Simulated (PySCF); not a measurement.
Working out the ionisation energy of S

S [Ne] 3s2 3p4 (3P) → S⁺ [Ne] 3s2 3p3 (4S). All numbers are calculated (PySCF 2.14, the spin-free X2C one-electron Hamiltonian (Gaussian nucleus), in dyall-av3z). Frozen: [Ne]; the 26 highest virtual orbitals dropped. Energies in hartree (1 hartree = 27.21139 eV):

```csv
part,S (lower),S⁺ (upper)
UHF,-398.597563,-398.258898
CCSD correlation,-0.142527,-0.110284
(T),-0.005032,-0.003559
```

Question: What does Hartree-Fock give?

Answer: (-398.258898) − (-398.597563) = 0.338665 hartree = 9.216 eV.

Question: What do CCSD and CCSD(T) give?

Answer: The CCSD correlation energies differ by 0.032243 hartree = 0.877 eV and the triples by 0.001473 hartree = 0.040 eV, so CCSD gives 10.093 eV and CCSD(T) 10.133 eV.

Measured between the centres of the two terms (NIST): 10.336 eV, so CCSD(T) (valence) is off by -0.203 eV.

What remains against the reference includes basis incompleteness, the frozen core and higher excitations.
